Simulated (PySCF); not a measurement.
H₆Si₂, SMILES [SiH3][SiH3] (connectivity only; charge and spin as stated), charge -1, multiplicity 2.

Geometry: TPSSh-D3(BJ)/def2-SVPD. The spin state was assumed, not searched.

All values below come from TPSSh-D3(BJ)/def2-SVPD (PySCF).

Frequencies are harmonic and unscaled.

```
mode  ν (cm⁻¹)  IR (km/mol)  moving atoms (share of kinetic energy)
----  --------  -----------  --------------------------------------
1          176          4.1                                  H 99 %
2          237          0.0                          Si 92 %, H 8 %
3          248         56.1                                  H 97 %
4          294         14.6                                  H 97 %
5          527          0.0                         H 80 %, Si 20 %
6          568          0.0                         H 82 %, Si 18 %
7          854        539.7                                  H 92 %
8          883          0.0                                  H 96 %
9          927        328.1                                  H 96 %
10         931         55.4                                  H 98 %
11         959          0.0                                  H 95 %
12         968          0.0                                  H 99 %
13        1731       1881.3                                  H 97 %
14        1808          0.0                                  H 97 %
15        2076          0.0                                  H 96 %
16        2077        341.5                                  H 98 %
17        2087          0.0                                  H 98 %
18        2091        512.9                                  H 96 %
```
